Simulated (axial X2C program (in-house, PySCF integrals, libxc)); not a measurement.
Ionising HCl

Calculated with an in-house all-electron X2C program for linear molecules (integrals from PySCF), spin-free (one-electron X2C) or two-component (2c: spin–orbit coupling with atomic mean-field Coulomb and Gaunt terms, which also bring small scalar terms), in Dyall basis sets with cores contracted in-house; open shells are unrestricted.

Basis sets: Cl dyall-av3z, H dyall-v3z. Frozen shells (counts by l): HCl Cl 2s1p, H none, 8 electrons correlated; HCl⁺ Cl 2s1p, H none, 7 electrons correlated. Where the outer core of a metal is frozen, bonds come out longer and ionisation energies lower.

| Hamiltonian | level | HCl state | Re (Å) | ωe (cm⁻¹) | De (eV) |
| --- | --- | --- | --- | --- | --- |
| spin-free | HF | M_S = 0, Λ = 0 | 1.267 | 3133.0 | 3.30 |
| spin-free | PBE0 | M_S = 0, Λ = 0 | 1.281 | 2987.1 | 4.51 |
| spin-free | MP2 | M_S = 0, Λ = 0 | 1.275 | 3042.7 | 4.55 |
| 2c | HF | Ω = 0 | 1.267 | 3132.2 | 3.24 |
| 2c | PBE0 | Ω = 0 | 1.281 | 2986.2 | 4.51 |
| 2c | MP2 | Ω = 0 | 1.275 | 3042.0 | 4.51 |

Adiabatic ionisation energy (minimum to minimum, no zero-point term) and constants of HCl⁺:

| Hamiltonian | level | HCl⁺ state | IE (eV) | Re (Å) | ωe (cm⁻¹) | De (eV) | fragments |
| --- | --- | --- | --- | --- | --- | --- | --- |
| spin-free | HF | M_S = 1/2, Λ = 1 | 11.64 | 1.305 | 2813.6 | 3.40 | Cl+ + H |
| spin-free | PBE0 | M_S = 1/2, Λ = 1 | 12.76 | 1.324 | 2654.6 | 4.70 | Cl+ + H |
| spin-free | MP2 | M_S = 1/2, Λ = 1 | 12.71 | 1.314 | 2723.9 | 4.57 | Cl+ + H |
| 2c | HF | Ω = 3/2 | 11.60 | 1.305 | 2813.4 | 3.43 | Cl+ + H |
| 2c | PBE0 | Ω = 3/2 | 12.71 | 1.324 | 2654.2 | 4.73 | Cl+ + H |
| 2c | MP2 | Ω = 3/2 | 12.67 | 1.315 | 2723.6 | 4.57 | Cl+ + H |

**Question.** Add the zero-point terms to the ionisation energy at MP2, 2c, and say whether the electron removed was bonding.

**Answer.** IE0 = IE + (ωe⁺ − ωe)/2 = 12.67 + (-0.020) = 12.65 eV. Re changes by 0.040 Å, so the bond lengthens, as on loss of a bonding electron.

**Question.** Close the cycle De(HCl⁺) + IE(HCl) = De(HCl) + IE(Cl) to find the atomic ionisation energy at MP2, 2c.

**Answer.** IE(Cl) = 4.57 + 12.67 − 4.51 = 12.73 eV, for the determinants used.

Each entry is the lowest single determinant of a limited PBE0 search at one distance. De goes to single-determinant-based atoms at the same level (for ions the charge split of lowest energy) and is withheld (n/a) where an atom does not fit its ground term or J level. Main or longest-lived isotopes. Some light 2c atoms are not at their ground J level, so De misses part of their lowering (0.04 eV or less). The functionals have no current term, which raises determinants with orbital currents.
